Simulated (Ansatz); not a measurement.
Silicon tetrafluoride (`F[Si](F)(F)F`): measurement beside calculation (Ansatz, PBE0-D4/def2-TZVP geometry).

```xyz
5

F     0.838   -1.312   -0.130
Si    0.000    0.000    0.000
F     0.173    0.857   -1.294
F     0.497    0.816    1.236
F    -1.508   -0.361    0.188
```

Enthalpy of formation at 298 K: -386.0 kcal/mol (zero for an element's reference state; older measured values of the G2 set, as listed by Staroverov and co-workers, J. Chem. Phys. 119, 12129, 2003). With their computed zero-point and thermal terms and the atoms' enthalpies of Curtiss and co-workers (1997) it gives an electronic atomization energy of 573.1 kcal/mol.

| level | atomization (kcal/mol) | error | error per bond |
| --- | --- | --- | --- |
| LDA (SPW92) | 653.8 | 80.7 | 20.2 |
| PBE-D4 | 572.5 | -0.6 | -0.1 |
| revPBE-D4 | 551.8 | -21.3 | -5.3 |
| BLYP-D4 | 563.2 | -9.9 | -2.5 |
| r2SCAN-D4 | 568.9 | -4.2 | -1.1 |
| B97M-V | 567.6 | -5.5 | -1.4 |
| PBE0-D4 | 555.6 | -17.5 | -4.4 |
| B3LYP-D4 | 558.5 | -14.6 | -3.6 |
| r2SCANh-D4 | 561.8 | -11.3 | -2.8 |
| r2SCAN0-D4 | 551.6 | -21.5 | -5.4 |
| HSE06-D4 | 556.0 | -17.1 | -4.3 |
| BHLYP-D4 | 536.8 | -36.3 | -9.1 |
| CAM-B3LYP-D4 | 569.1 | -4.0 | -1.0 |
| ωB97X-V | 566.5 | -6.6 | -1.7 |
| ωB97M-V | 567.3 | -5.8 | -1.5 |
| B2PLYP | 562.8 | -10.3 | -2.6 |
| PBE-QIDH | 560.9 | -12.2 | -3.0 |
| PBE | 570.5 | -2.6 | -0.6 |
| revPBE | 545.1 | -28.0 | -7.0 |
| BLYP | 558.7 | -14.4 | -3.6 |
| r2SCAN | 568.4 | -4.7 | -1.2 |
| PBE0 | 553.9 | -19.2 | -4.8 |
| B3LYP | 555.3 | -17.8 | -4.5 |
| r2SCANh | 561.3 | -11.8 | -2.9 |
| r2SCAN0 | 551.1 | -22.0 | -5.5 |
| HSE06 | 554.4 | -18.7 | -4.7 |
| BHLYP | 534.4 | -38.7 | -9.7 |
| CAM-B3LYP | 567.5 | -5.6 | -1.4 |
| LC-ωPBE | 566.5 | -6.6 | -1.7 |
| RPA@PBE/def2-TZVPP | 511.5 | -61.6 | -15.4 |
| HF/def2-TZVPP | 428.4 | -144.7 | -36.2 |
| MP2/def2-TZVPP | 588.1 | 15.0 | 3.8 |
| SCS-MP2/def2-TZVPP | 570.7 | -2.4 | -0.6 |
| CCSD/def2-TZVPP | 546.9 | -26.2 | -6.5 |
| CCSD(T)/def2-TZVPP | 555.7 | -17.4 | -4.3 |
| HF/def2-QZVPP | 432.0 | -141.1 | -35.3 |
| MP2/def2-QZVPP | 600.2 | 27.1 | 6.8 |
| SCS-MP2/def2-QZVPP | 583.3 | 10.2 | 2.5 |
| HF/CBS(def2) | 432.5 | -140.6 | -35.2 |
| MP2/CBS(def2) | 607.0 | 33.9 | 8.5 |
| CCSD/CBS(def2) | 565.8 | -7.3 | -1.8 |
| CCSD(T)/CBS(def2) | 574.6 | 1.5 | 0.4 |

Functionals use def2-TZVPP; B3LYP here is the variant with VWN-RPA as its local correlation; programs differ in this. The calculations leave out spin–orbit coupling, scalar relativity and, for the correlated methods, core correlation; together these are worth up to about 1 kcal/mol a heavy atom. HSE06 is defined as in plane-wave codes. CBS adds triple-zeta CCSD(T) − MP2 to the MP2 limit. T1 = 0.012.
